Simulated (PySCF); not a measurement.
# OS2: triplet, from a end-on start

The task is one start of a wider search on OS2: the triplet, from a end-on start. It is relaxed, tested by its Hessian and followed downhill if it is a saddle.

Computed with PySCF 2.14.0. Level: PBE0, basis O def2-TZVP, S def2-TZVP, no relativity, density fitting.

## 1. Where the work starts

3 atoms, charge 0, spin multiplicity 3.

Bond lengths: O1–S2 1.710 Å, S2–S3 2.047 Å. Angles: O1–S2–S3 119.9°.

```xyz
3
charge 0 multiplicity 3
O     0.0000    0.0000    0.0000
S     0.0000    0.0000    1.7098
S     1.7748    0.0000    2.7298
```

## 2. Finding the electronic state

The steps below are one call of a driver around PySCF. For each, scf.py gives the equivalent set-up of the SCF; relaxations use the driver's own optimiser. After this first run the driver tries any further starts and a stability analysis.

Input file scf.py:

```python
from pyscf import gto, scf, dft
mol = gto.M(atom='''
O      0.000000     0.000000     0.000000
S      0.000000     0.000000     1.709800
S      1.774800     0.000000     2.729800''',
    basis={'O': 'def2-TZVP', 'S': 'def2-TZVP'},
    charge=0, spin=2)
mf = dft.UKS(mol, xc='PBE0')
mf.grids.atom_grid = (50, 194)
aux = {'O': 'def2-universal-JKFIT', 'S': 'def2-universal-JKFIT'}
mf = mf.density_fit(auxbasis=aux)
mf.conv_tol = 1e-08
mf.diis_space = 10
mf.max_cycle = 60
mf.init_guess = 'minao'
mf.verbose = 4
mf.kernel()
```

Started as:

```bash
> OMP_NUM_THREADS=2 python axn.py task.json out
```

Further steps of the session: End-on start, triplet: relaxation; Is it a minimum? Harmonic modes.

**Question.** What will these runs give? Wanted: minimum; geometry; wavenumbers; dipole moment; highest occupied, lowest empty level; polar-tensor charge of O1; zero-point energy; atomisation energy; ⟨S²⟩.

**Answer**, as computed:

| quantity | value |
| --- | --- |
| minimum | triplet, Cs |
| geometry | O–S 1.484 Å, S–S 2.070 Å; O–S–S 104.2° |
| wavenumbers (cm⁻¹) | 166 (a'), 492 (a'), 1123 (a') |
| dipole moment | 2.07 D |
| highest occupied, lowest empty level (either spin) | -6.69, -5.29 eV |
| polar-tensor charge of O1 | -0.49 e |
| zero-point energy | 10.7 kJ/mol |
| entropy at 298.15 K | 285.7 J/(mol K) |
| atomisation energy (no zero-point energy) | 702 kJ/mol |
| ⟨S²⟩ | 2.011 |

What this shows: The molecule stays Cs, as typed, and the end point is a minimum. The strongest infrared band lies at 1123 cm⁻¹ (a'). Only this shape and spin were tried, so other structures or states may lie lower.
